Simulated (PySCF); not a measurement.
Geometry:
| atom | x (Å) | y (Å) | z (Å) |
| --- | --- | --- | --- |
| B1 | 0.585 | 0.712 | -0.390 |
| N2 | -0.720 | 0.401 | 0.386 |
| B3 | -0.086 | -0.989 | 0.123 |
| H4 | 1.007 | -0.560 | -0.541 |
| H5 | 0.405 | 1.083 | -1.526 |
| H6 | 1.452 | 1.219 | 0.282 |
| H7 | -0.756 | 0.704 | 1.353 |
| H8 | -1.589 | 0.600 | -0.096 |
| H9 | 0.374 | -1.515 | 1.108 |
| H10 | -0.672 | -1.653 | -0.699 |

Computed data (PySCF): shieldings: GIAO KT2/pcSseg-1, coordinates at the PBE0-D3(BJ)/def2-SVP level. Non-relativistic, averaged over atoms made equivalent by symmetry, fast rotation or ring inversion, one computed conformer, no solvent model.

Shifts are taken against calculated references (same method and geometry level): $^{1}$H (σref 31.18) against TMS; BF3·OEt2 for $^{11}$B (σref 99.90); $^{15}$N (σref 264.30) vs NH3.

```
       atoms   nucleus  count  δ (ppm)
          N2  $^{15}$N      1        ?
          H4   $^{1}$H      1     0.16
       H7/H8   $^{1}$H      2     1.85
       B1/B3  $^{11}$B      2    -32.6
H5/H6/H9/H10   $^{1}$H      4        ?
```

Complete the table.

Results:


- H5/H6/H9/H10: 1.71 ppm, hydrogen on a boron bonded to N
- N2: 13.7 ppm, nitrogen bonded to 2 B, 2 H

Exchangeable OH/NH protons stand at their gas-phase positions; hydrogen bonding in a real sample shifts them, mostly to higher δ. Hydrogens on boron are broadened and split by $^{11}$B (spin 3/2, 80 %) and 10B (spin 3). Experimental scales use liquid or dissolved standards, which lie at an offset from isolated NH3 (liquid NH3: subtract about 20 ppm).
